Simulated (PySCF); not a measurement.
## How methods differ on the ionisation energy of Be

Be [He] 2s2 (1S) → Be⁺ [He] 2s1 (2S), as a difference of total energies. Computed with PySCF 2.14 in def2-SVP, with the non-relativistic Hamiltonian (point nucleus). Correlated levels: valence: 1s2 frozen. The calculations carry no spin-orbit coupling.

```csv
method,ionisation energy (eV),error (eV)
UHF,7.968,-1.355
M06-2X,9.046,-0.277
BP86,9.072,-0.251
MP2 (valence),8.567,-0.756
SCS-MP2 (valence),8.687,-0.636
CCSD (valence),9.171,-0.152
```

Reference: 9.323 eV (measured; NIST Atomic Spectra Database, ionization energies).

Errors of the correlated levels include the incompleteness of this basis and the frozen core.

With two correlated electrons CCSD is exact in that space.

The coupled-cluster amplitudes are large for Be (T1 above 0.03 or a double amplitude above 0.15), so a single reference is strained.
